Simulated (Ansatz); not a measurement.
Ansatz (a program for electronic structure) input (PBE/6-31G*):

Ansatz 0.2 input:
```yaml
crystal:
  periodic: [false, false, false]
  atoms:
    - {symbol: C, position_ang: [0.00913574, 0.00173503, -1.20562697]}
    - {symbol: C, position_ang: [-0.00077797, -0.00014775, 0.10266711]}
    - {symbol: H, position_ang: [0.02818759, 0.94008178, -1.73766571]}
    - {symbol: H, position_ang: [-0.00183081, -0.93507619, -1.74059173]}
    - {symbol: O, position_ang: [-0.00956292, -0.00181616, 1.26200208]}
basis:
  gaussian:
    orbitals: 6-31G*
hamiltonian:
  xc: {name: PBE}
relax: {f_tol: 0.003, max_steps: 120}
```

Output:

```
Functional definition: PBE
integrals: 0.01 GiB planned
549 factors; their error is unknown
mean field: 0.08 GiB planned
mean field evaluation 1: about -4142.5864 eV, gradient 4.9e1 eV
mean field evaluation 2: about -4137.3945 eV, gradient 6.8e1 eV
mean field evaluation 4: about -4147.5740 eV, gradient 4.6e0 eV
mean field evaluation 8: about -4147.5854 eV, gradient 1.8e-1 eV
mean field evaluation 16: about -4147.5854 eV, gradient 2.0e-5 eV
mean field -4147.58543807 eV, -152.4209535147 hartree, gradient 2.0e-5 eV, S^2 0.000000; 0 other end points of the search recorded, 0 dependent functions left out
the calculation of the forces begins
reference -4147.58545244 eV, -152.4209540429 hartree; 11, 11 occupied and 38, 38 virtual orbitals, 549 factors
relax step   1: F+E_penalty+E_count = -4147.58543807 eV  Δ(F+E_penalty+E_count) = +0.000e0 eV  max|allowed force component| = 2.393e0 eV/Å  Δτ_max = 0.0000 Å  (26 SCF iters, accepted)
these checks for a lower state are left out or cut short: starts, cluster_reference, orbital_swaps, neighbouring_geometries, increment
integrals: 0.01 GiB planned
549 factors; their error is unknown
mean field: 0.08 GiB planned
mean field -4147.62260015 eV, -152.4223191959 hartree, gradient 6.5e-6 eV, S^2 0.000000; 0 other end points of the search recorded, 0 dependent functions left out
the calculation of the forces begins
reference -4147.62261460 eV, -152.4223197269 hartree; 11, 11 occupied and 38, 38 virtual orbitals, 549 factors
relax step   2: F+E_penalty+E_count = -4147.62260015 eV  Δ(F+E_penalty+E_count) = -3.716e-2 eV  max|allowed force component| = 1.993e-1 eV/Å  Δτ_max = 0.0261 Å  (31 SCF iters, accepted)
these checks for a lower state are left out or cut short: starts, cluster_reference, orbital_swaps, neighbouring_geometries, increment
integrals: 0.01 GiB planned
549 factors; their error is unknown
mean field: 0.08 GiB planned
mean field evaluation 32: about -4147.6233 eV, gradient 6.6e-6 eV
mean field -4147.62333457 eV, -152.4223461852 hartree, gradient 6.6e-6 eV, S^2 0.000000; 0 other end points of the search recorded, 0 dependent functions left out
the calculation of the forces begins
reference -4147.62334902 eV, -152.4223467166 hartree; 11, 11 occupied and 38, 38 virtual orbitals, 549 factors
relax step   3: F+E_penalty+E_count = -4147.62333457 eV  Δ(F+E_penalty+E_count) = -7.344e-4 eV  max|allowed force component| = 1.770e-2 eV/Å  Δτ_max = 0.0038 Å  (32 SCF iters, accepted)
these checks for a lower state are left out or cut short: starts, cluster_reference, orbital_swaps, neighbouring_geometries, increment
integrals: 0.01 GiB planned
549 factors; their error is unknown
mean field: 0.08 GiB planned
mean field -4147.62334323 eV, -152.4223465038 hartree, gradient 2.1e-5 eV, S^2 0.000000; 0 other end points of the search recorded, 0 dependent functions left out
the calculation of the forces begins
reference -4147.62335769 eV, -152.4223470351 hartree; 11, 11 occupied and 38, 38 virtual orbitals, 549 factors
relax step   4: F+E_penalty+E_count = -4147.62334323 eV  Δ(F+E_penalty+E_count) = -8.669e-6 eV  max|allowed force component| = 1.042e-2 eV/Å  Δτ_max = 0.0004 Å  (19 SCF iters, accepted)
these checks for a lower state are left out or cut short: starts, cluster_reference, orbital_swaps, neighbouring_geometries, increment
integrals: 0.01 GiB planned
549 factors; their error is unknown
mean field: 0.08 GiB planned
mean field -4147.62334660 eV, -152.4223466274 hartree, gradient 3.3e-5 eV, S^2 0.000000; 0 other end points of the search recorded, 0 dependent functions left out
the calculation of the forces begins
reference -4147.62336105 eV, -152.4223471586 hartree; 11, 11 occupied and 38, 38 virtual orbitals, 549 factors
relax step   5: F+E_penalty+E_count = -4147.62334660 eV  Δ(F+E_penalty+E_count) = -3.362e-6 eV  max|allowed force component| = 1.499e-3 eV/Å  Δτ_max = 0.0005 Å  (18 SCF iters, accepted)
integrals: 0.01 GiB planned
549 factors; their error is unknown
mean field: 0.08 GiB planned
mean field -4147.62334660 eV, -152.4223466274 hartree, gradient 3.3e-5 eV, S^2 0.000000; 1 other end points of the search recorded, 0 dependent functions left out
the calculation of the forces begins
reference -4147.62336105 eV, -152.4223471586 hartree; 11, 11 occupied and 38, 38 virtual orbitals, 549 factors
Total energy: -4147.62336105 eV, -152.4223471586 hartree
Atom 0 at     0.009178     0.001743    -1.211219 Å, force    -0.000011    -0.000002     0.001499 eV/Å
Atom 1 at    -0.000837    -0.000159     0.110424 Å, force     0.000003     0.000001    -0.000419 eV/Å
Atom 2 at     0.028430     0.947537    -1.753938 Å, force    -0.000014    -0.000817     0.000092 eV/Å
Atom 3 at    -0.001826    -0.942485    -1.756887 Å, force     0.000012     0.000817     0.000094 eV/Å
Atom 4 at    -0.009793    -0.001860     1.292405 Å, force     0.000010     0.000002    -0.001266 eV/Å
Dipole moment:     0.002256     0.000428    -0.297689 e Å
```

The geometry given is a B3LYP-D3(BJ)/def2-TZVP minimum.
